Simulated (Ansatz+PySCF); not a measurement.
A calculation with Ansatz (development build ahead of 0.2.0).

```yaml
crystal:
  periodic: [false, false, false]
  atoms:
    - { symbol: Al, position_ang: [0.0, 0.0, 0.0] }
    - { symbol: Cl, position_ang: [1.18126, 1.57501, 3.41] }
basis:
  gaussian: { orbitals: STO-3G }
hamiltonian:
  xc: hf
correlation:
  method: ccsd_t
  frozen_orbitals: { Al: 5, Cl: 5 }
scf:
  omitted_lower_state_checks: [stability, starts, atomic_configurations, cluster_reference, orbital_swaps, given_window_search, neighbouring_geometries, increment]
```

The input is written out in the form of the current development build from the run's settings.

The run gave:

```yaml
Converged: yes
Reference_energy: -693.50000 hartree
CCSD_correlation_energy: -0.03797 hartree
Triples_correction: 0.00000 hartree
Total_energy: -693.53797 hartree
Spin_squared_of_the_determinant: 0.000
T1_diagnostic: 0.002
Largest_doubles_amplitude: 0.13
Occupied_orbitals_by_symmetry_in_an_Abelian_subgroup_alpha;_beta: 9 A1 3 B1 3 B2; 9 A1 3 B1 3 B2
```
